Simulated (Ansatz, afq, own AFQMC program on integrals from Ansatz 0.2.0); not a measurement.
LiP⁻, quartet in aug-cc-pVDZ, levels against CCSDT(Q)

```yaml
atoms:
  - { symbol: P, position_ang: [0.0000, 0.0000, 0.0000] }
  - { symbol: Li, position_ang: [0.0000, 0.0000, 2.4501] }
```

Basis aug-cc-pVDZ. Noble-gas cores (and the filled d shells of Ga–Kr and In–Xe) are frozen. Ansatz 0.2.0 and our own AFQMC program on the same integrals; the CISD trial comes from CCSD amplitudes, and released means the phaseless constraint is let go. Error bars are statistical, one sigma.

Determinant: UHF, the one that the program's search chose, which needn't be the lowest solution. The geometry is a PBE0/def2-TZVPD stationary point of this or a neighbouring charge and spin state.

No full CI on the walks' own integrals is used here; CCSDT(Q) serves as the reference and is uncertain by about the last step of the cluster series.

- T1 diagnostic: 0.0215
- weight of the determinant in the CISD state: 0.910
- ⟨S²⟩ of the determinant: 3.763
- size of the correlated space: 7 electrons in 44 orbitals

Reference: CCSDT(Q), correlation energy -3.167 eV. The released energy is read at 2.40 1/Eh (meV from the phaseless value at times in 1/Eh: 4 ± 8 at 0.24, 4 ± 8 at 0.51, -15 ± 6 at 0.99, -9 ± 6 at 1.62, -7 ± 8 at 2.40).

```tsv
level	E − E(reference) (kJ/mol)	share of correlation (%)
HF	305.6	0.00
MP2	67.4	77.93
CCSD	12.6	95.87
CCSD(T)	3.1	99.00
CCSDT	0.7	99.78
ph-AFQMC/HF	12.7 ± 3.6	95.84
ph-AFQMC/CISD	2.4 ± 0.7	99.22
released AFQMC	1.7 ± 0.8	99.45
```

A walk keeps the symmetry of its determinant, which the program's search chose and which needn't be the lowest solution, so a lower state of the same spin and another symmetry isn't excluded. Released energies are given only where the last usable release times agree within the noise; a slower fall can still hide under it.
